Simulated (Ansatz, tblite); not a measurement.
Forces on diborane mono Me (CH₈B₂) at its r2SCAN-D4/def2-TZVP geometry. Total charge 0; singlet.

The xTB rows come from tblite. LC-ωPBE has ω = 0.4 bohr⁻¹.

GFN1-xTB (tblite), largest force 0.80 eV/Å:

```xyz
11
positions Å, forces eV/Å
B     0.137   -0.032    0.562    0.102   -0.319    0.542
C    -0.168   -1.443   -0.057   -0.019   -0.385    0.109
H     0.436    0.095    1.712   -0.042   -0.137   -0.110
H     1.044    0.647   -0.152    0.104   -0.016   -0.016
B     0.058    1.456   -0.394   -0.050    0.644   -0.479
H     0.298    2.500    0.125   -0.058   -0.107   -0.187
H    -0.237    1.372   -1.546    0.061    0.149    0.183
H    -0.843    0.848    0.317   -0.101    0.006    0.034
H    -0.994   -1.922    0.480    0.027    0.066   -0.091
H     0.693   -2.107    0.069   -0.050    0.075   -0.074
H    -0.424   -1.415   -1.118    0.025    0.024    0.088
```

GFN2-xTB (tblite), largest force 0.95 eV/Å:

```
B 0.238 0.585 0.704
C -0.045 -0.603 0.097
H -0.107 -0.341 -0.284
H -0.179 -0.020 0.023
B -0.043 0.365 -0.330
H -0.115 -0.189 -0.382
H 0.120 0.313 0.349
H 0.161 -0.055 -0.063
H 0.087 -0.020 -0.183
H -0.161 0.007 -0.124
H 0.043 -0.044 0.194
```

LC-ωPBE/def2-TZVP (Ansatz), largest force 0.28 eV/Å:

```
B -0.006 0.247 -0.135
C -0.017 -0.115 -0.007
H -0.009 -0.003 -0.035
H 0.038 -0.017 0.008
B 0.004 -0.245 0.121
H -0.005 -0.012 -0.016
H 0.009 0.016 0.029
H -0.034 -0.008 0.024
H 0.049 0.056 -0.036
H -0.046 0.066 -0.014
H 0.017 0.014 0.062
```
